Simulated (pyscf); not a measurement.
A first-order saddle from PySCF, ωB97X-D3(BJ)/def2-SVP:

```xyz
10

N     -0.2337    -1.7070     0.0354
Si    -1.1947    -0.5291     0.6609
H     -0.5810    -2.4621    -0.5506
H     -2.6342    -0.2507     0.3616
H     -0.8482     0.1232     1.9530
Si    -0.3382     1.5693    -0.6866
H     -0.1642    -0.2161    -0.5896
H     -0.6747     1.7494    -2.1277
H     -1.3222     2.3297     0.1442
H      1.0377     2.0586    -0.3948
```
Charge 0, spin multiplicity 1.

Surface: singlet, charge 0. Lowest wavenumbers (cm⁻¹): 1645i, 84, 161, 248, 320.

**Question.** Which two sides does it connect, and which bonds change?

**Answer.** HN=SiH₂ (SMILES N=[SiH2]) + SiH₄ (SMILES [SiH4]) ⇌ H₂N–SiH₂–SiH₃ (SMILES N[SiH2][SiH3]), an addition across a multiple bond or ene-type step read from left to right: H–Si broken and H–N, Si–Si formed. At CCSD(T)/def2-TZVPP + ΔMP2(QZVPP) it lies +33.8 kcal/mol from the left side and +84.1 kcal/mol from the right (each side as separated species at their lowest minima found). At the saddle there is also a short H–Si contact that neither side keeps. From the product side, H₂N–SiH₂• + SiH₃• lies, by one bond made or cut, 6.4 kcal/mol under this saddle at ωB97M-D3(BJ)/def2-TZVP. HN=SiH₂ lies 18.2 kcal/mol over its isomer H₂N–SiH: [singlet] (electronic energy, ωB97M-D3(BJ)/def2-TZVP). H₂N–SiH₂–SiH₃ lies 14.8 kcal/mol over its isomer H₃Si–NH–SiH₃ (electronic energy, ωB97M-D3(BJ)/def2-TZVP). This is the saddle that the search found; another between the same sides may lie lower. The CCSD(T) − MP2 part came from Ansatz, without density fitting, on the same reference.
